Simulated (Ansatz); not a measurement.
Corundum (α-Al2O3) was calculated with LDA (Ansatz, a quantum-chemistry and plane-wave program, plane waves, PAW).

Run with plane-wave cutoff 520 eV, 8×8×8 k mesh, Fermi–Dirac smearing 0.01 eV, scalar-relativistic PAW data made under PBE.

Computed at the level's own relaxed cell.

```xyz
10
Lattice="4.5087 -2.3648 -0.0016 4.5087 2.3648 -0.0016 3.2698 0.0000 3.9025" Properties=species:S:1:pos:R:3 pbc="T T T"
Al    10.4691     0.0000     3.3223
Al     4.3255     0.0000     1.3727
Al     1.8180     0.0000     0.5769
Al     7.9616     0.0000     2.5266
O      4.7067    -0.9181     2.9260
O      5.0856     1.6415     1.7319
O      7.5805     0.9181     0.9732
O      6.7205     0.7233     3.6831
O      7.2015    -1.6415     2.1673
O      5.5666    -0.7233     0.2161
```

List the 32 lowest band energies at Γ above −25 eV (eV, relative to the valence band maximum), grouping those that round alike.

At Γ: -19.17, -16.67, -16.37 (×2), -16.03 (×2), -7.08, -6.07, -5.72 (×2), -4.58, -4.52 (×2), -3.45, -3.00, -1.46 (×2), -1.34 (×2), -0.53 (×2), -0.04 (×2), 0.00, 6.43, 9.11, 10.81, 11.57 (×2), 11.58, 12.28 (×2).
